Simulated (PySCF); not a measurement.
**AlH2O (SMILES [O][AlH2]): U-wB97X-V/STO-3G**

What is the vertical ionisation energy of AlH2O at U-wB97X-V/STO-3G? 

The results are computed with PySCF 2.14.0.

7 further runs of the same task are left out: 7 set aside as unsound or not needed.

**1. The structure to begin with**

AlH2O has 4 atoms, charge 0, and is taken as a doublet. As SMILES, `[O][AlH2]`. The shape is that of a PBE0-D4/def2-TZVP optimisation.

Bond lengths: O1–Al2 1.727 Å, Al2–H3 1.578 Å, Al2–H4 1.578 Å. Angles: O1–Al2–H3 115.8°, O1–Al2–H4 115.8°, H3–Al2–H4 128.3°.

**2. A single-point energy at U-wB97X-V/STO-3G**

The input, run.py:

```python
from pyscf import gto, dft

system = gto.M(
    atom='O 0.062600 -0.856300 1.401400; Al 0.011300 0.029900 -0.080400; H -1.149600 -0.360800 -1.076000; H 1.131100 1.126800 -0.265300',
    charge=0,
    max_memory=1860,
    verbose=4,
    basis='sto-3g',
    spin=1,
)

ks = dft.UKS(system)
ks.xc = 'wb97x-v'
ks.conv_tol = 1e-10
ks.nlcgrids.level = 1
ks.grids.level = 5
ks.kernel()
if not ks.converged:
    ks = ks.newton().run(ks.mo_coeff, ks.mo_occ)

e_final = ks.e_tot
print('E = %.10f Eh' % e_final)
```

Started as:

```
$ OMP_NUM_THREADS=1 python run.py
```

Output:

```text
PySCF version 2.14.0

[INPUT] num. atoms = 4
[INPUT] num. electrons = 23
[INPUT] charge = 0
[INPUT] spin (= nelec alpha-beta = 2S) = 1
[INPUT] symmetry False subgroup None
[INPUT] Mole.unit = angstrom
[INPUT] Symbol           X                Y                Z      unit          X                Y                Z       unit  Magmom
[INPUT]  1 O      0.062600000000  -0.856300000000   1.401400000000 AA    0.118296855398  -1.618172480465   2.648262190965 Bohr   0.0
[INPUT]  2 Al     0.011300000000   0.029900000000  -0.080400000000 AA    0.021353905208   0.056502811124  -0.151933980415 Bohr   0.0
[INPUT]  3 H     -1.149600000000  -0.360800000000  -1.076000000000 AA   -2.172429152800  -0.681813185743  -2.033345310032 Bohr   0.0
[INPUT]  4 H      1.131100000000   1.126800000000  -0.265300000000 AA    2.137469219496   2.129343397160  -0.501344340847 Bohr   0.0

[... 52 lines left out ...]
WARN: HOMO -0.323267643708336 >= LUMO -0.323267643708341
[... 50 lines left out ...]
converged SCF energy = -314.764875834218  <S^2> = 0.75364531  2S+1 = 2.003642
E = -314.7648758342 Eh
```

It took 13 s on 1 thread of Arm Neoverse V2, shared host; peak memory 0.19 GiB.

**3. The singlet cation at the same level**

The input, start.xyz:

```xyz
4

O      0.062600    -0.856300     1.401400
Al     0.011300     0.029900    -0.080400
H     -1.149600    -0.360800    -1.076000
H      1.131100     1.126800    -0.265300
```

The input, input.py:

```python
from pyscf import gto, dft

mol = gto.Mole()
mol.atom = 'start.xyz'
mol.basis = 'sto-3g'
mol.verbose = 3
mol.charge = 1
mol.max_memory = 1860
mol.build()

calc0 = dft.RKS(mol, xc='wb97x-v')
calc0.grids.level = 5
calc0.conv_tol = 1e-10
calc0.nlcgrids.level = 1
calc0.kernel()
if not calc0.converged:
    calc0 = calc0.newton().run(calc0.mo_coeff, calc0.mo_occ)

e_tot = calc0.e_tot
print(f'total energy: {e_tot:.8f} hartree')
```

Started as:

```
$ OMP_NUM_THREADS=1 python input.py
```

Output:

```text
converged SCF energy = -314.421101051771
total energy: -314.42110105 hartree
```

It took 11 s on 1 thread of Arm Neoverse V2, shared host; peak memory 0.18 GiB.

**4. Summary of results**

Level: U-wB97X-V/STO-3G.

```
                                          quantity          value
                       doublet AlH2O: total energy  -314.76488 Eh
                      doublet AlH2O: dipole moment         0.73 D
 doublet AlH2O: HOMO energy (highest over α and β)       -6.24 eV
  doublet AlH2O: LUMO energy (lowest over α and β)        4.36 eV
                               doublet AlH2O: ⟨S²⟩          0.754
                      singlet cation: total energy  -314.42110 Eh
                       singlet cation: HOMO energy      -17.37 eV
                       singlet cation: LUMO energy       -9.82 eV
                     singlet cation: HOMO–LUMO gap        7.55 eV
vertical ionisation energy (to the singlet cation)       9.355 eV
```

In words: Removing an electron at fixed nuclei costs 9.35 eV (216 kcal/mol). Only the singlet of the ionised species was computed; a triplet could lie lower. In a minimal basis such a difference can be off by several eV, whatever the method. Mulliken charges (singlet cation) run from -0.01 on H3 to +0.96 on Al2; they depend strongly on the basis.
